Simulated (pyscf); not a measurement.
Thermochemistry of product channels of S=Ge: (SMILES [S]=[Ge]) [singlet] + H₂ (SMILES [H][H]) on the singlet surface, in kcal/mol, from ωB97M-D3(BJ)/def2-TZVP energies (ideal gas, 1 atm, RRHO with modes under 100 cm⁻¹ raised to 100, one conformer, R ln 2 for rigid chiral ones). Structures and frequencies: ωB97X-D3(BJ)/def2-SVP in PySCF.

```tsv
products	ΔE	ΔH(298 K)	ΔG(298 K)	ΔG(900 K)
HS–GeH: (SMILES [SH][GeH]) [singlet]	[?]	0.0	+6.9	+21.4
S=GeH₂ (SMILES [S]=[GeH2])	[?]	+8.9	+16.5	+32.5
```

Question: Some entries are withheld; supply them.

Answer: 
- HS–GeH: (SMILES [SH][GeH]) [singlet], ΔE: -1.7
- S=GeH₂ (SMILES [S]=[GeH2]), ΔE: +7.5

These are energies of the channels, which say nothing of barriers. Elements up to Kr have no core potential and no relativistic terms here.
